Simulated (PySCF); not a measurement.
Compound: C₅H₁₀S.
Numbering: `[CH3:1][S:2][C@@H:3]1[CH2:4][C@@H:5]1[CH3:6]` (hydrogens: H7, H8, H9 on C1; H10 on C3; H11, H12 on C4; H13 on C5; H14, H15, H16 on C6)

The same species was optimised twice, with GFN2-xTB and with PBE0-D3(BJ)/def2-SVP (PySCF), and the same property calculations (PySCF, gas phase) were run on both structures.

```tsv
coordinate	GFN2-xTB	PBE0-D3(BJ)/def2-SVP	change
S2–C3 (Å)	1.796	1.781	-0.015
C1–S2 (Å)	1.817	1.806	-0.011
C3–C5 (Å)	1.504	1.513	+0.009
C3–C4 (Å)	1.498	1.502	+0.004
C5–C6 (Å)	1.507	1.504	-0.003
C4–C5 (Å)	1.499	1.499	0.000
C1–S2–C3 (°)	98.5	100.1	+1.6
C4–C5–C6 (°)	119.5	120.8	+1.3
S2–C3–C5 (°)	121.1	122.3	+1.2
C3–C5–C6 (°)	121.2	122.3	+1.1
S2–C3–C4 (°)	118.6	117.5	-1.1
C3–C4–C5 (°)	60.2	60.5	+0.3
C4–C3–C5 (°)	59.9	59.6	-0.3
C3–C5–C4 (°)	59.9	59.8	-0.1
C1–S2–C3–C4 (°)	157	151	-6
```

Rotational constants: A = 4585, B = 2078, C = 1743 MHz (GFN2-xTB) against A = 4499, B = 2118, C = 1724 MHz (PBE0-D3(BJ)/def2-SVP). Point groups within 0.08 Å: C1 and C1.

On the GFN2-xTB structure: lowest singlet, TDDFT (eV) 5.32 [PBE0/def2-SVPD]; lowest triplet, Tamm–Dancoff (eV) 4.89 [PBE0/def2-SVPD]; isotropic polarisability (au) 79.5 [PBE0/def2-SVPD]; HOMO (eV) -6.22 [PBE0/def2-SVPD]; LUMO (eV) 0.52 [PBE0/def2-SVPD]; dipole (D) 1.71 [PBE0/def2-SVPD].

What do these properties become on the PBE0-D3(BJ)/def2-SVP structure?

```tsv
property	level	on GFN2-xTB	on PBE0-D3(BJ)/def2-SVP	change
lowest singlet, TDDFT (eV)	PBE0/def2-SVPD	5.32	5.39	+0.07
lowest triplet, Tamm–Dancoff (eV)	PBE0/def2-SVPD	4.89	4.99	+0.10
isotropic polarisability (au)	PBE0/def2-SVPD	79.5	80.4	+0.9
HOMO (eV)	PBE0/def2-SVPD	-6.22	-6.25	-0.03
LUMO (eV)	PBE0/def2-SVPD	0.52	0.52	0.00
dipole (D)	PBE0/def2-SVPD	1.71	1.68	-0.03
energy, GFN2-xTB geometry as zero (kcal/mol)	PBE0/def2-SVPD	0.0	-1.1	-1.1
```

The heavy atoms differ by 0.059 Å rms after alignment. Among bonds between heavy atoms S2–C3 changes most (-0.015 Å). Changes are differences of the printed values. Neither structure is proved a minimum here.

The values belong to the conformer `[CH3:1][S:2][C@@H:3]1[CH2:4][C@@H:5]1[CH3:6]`: C1–S2–C3–C4 151°.
